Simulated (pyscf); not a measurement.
7 gas-phase steps of one pattern: four-centre exchange on the singlet surface, B–C + H–H or C–Ga + H–H broken and B–H + C–H or C–H + Ga–H formed. Structures and frequencies: ωB97X-D3(BJ)/def2-SVP in PySCF. Electronic energies in kcal/mol, from the separated reactants; ΔE‡ at ωB97M-D3(BJ)/def2-TZVP, beside the barrier at PBE/def2-TZVP on the same structures. Rows were drawn at random from the steps of this pattern with a verified saddle, stable references and no exit in the data more than 5 kcal/mol lower.

```json
[
 {"row": "1", "step": "H₃C–GaH₂ (SMILES [CH3][GaH2]) + H₂ (SMILES [H][H]) → CH₄ (SMILES C) + GaH₃ (SMILES [GaH3])", "ΔE‡(PBE)": "24.5", "ΔE‡": "?"},
 {"row": "2", "step": "H₃C–BH–OH (SMILES CBO) + H₂ (SMILES [H][H]) → H₂B–OH (SMILES BO) + CH₄ (SMILES C)", "ΔE‡(PBE)": "34.0", "ΔE‡": "40.8"},
 {"row": "3", "step": "H₃C–B=NH (SMILES CB=N) + H₂ (SMILES [H][H]) -> HB=NH (SMILES B=N) + CH₄ (SMILES C)", "ΔE‡(PBE)": "53.9", "ΔE‡": "63.5"},
 {"row": "4", "step": "H₃C–B(F)–F (SMILES CB(F)F) + H₂ (SMILES [H][H]) → F–BH–F (SMILES FBF) + CH₄ (SMILES C)", "ΔE‡(PBE)": "39.9", "ΔE‡": "47.1"},
 {"row": "5", "step": "H₃C–BH–F (SMILES CBF) + H₂ (SMILES [H][H]) → H₂B–F (SMILES BF) + CH₄ (SMILES C)", "ΔE‡(PBE)": "25.3", "ΔE‡": "32.4"},
 {"row": "6", "step": "H₃C–B=O (SMILES CB=O) + H₂ (SMILES [H][H]) → HB=O (SMILES B=O) + CH₄ (SMILES C)", "ΔE‡(PBE)": "60.8", "ΔE‡": "70.3"},
 {"row": "7", "step": "H₂C=CH–B(F)–F (SMILES C=CB(F)F) + H₂ (SMILES [H][H]) → F–BH–F (SMILES FBF) + H₂C=CH₂ (SMILES C=C)", "ΔE‡(PBE)": "39.0", "ΔE‡": "46.7"}
]
```

Question: Fit ΔE‡ = a + b·ΔE‡(PBE) to the other rows and predict row 1.

Answer: Over the 6 complete rows the means are +42.2 (ΔE‡(PBE)) and 50.1 (ΔE‡); least squares gives b = 1.09 and a = 4.2 kcal/mol, with residuals of 0.5 kcal/mol (root mean square; largest 0.6, row 5). For row 1: 4.2 + 1.09 × (+24.5) = 30.9 kcal/mol, an extrapolation. The computed barrier is 30.7 kcal/mol, 0.2 under the line. The line follows the complete rows closely. Each barrier is that of the saddle found. Elements up to Kr have no core potential and no relativistic terms here.
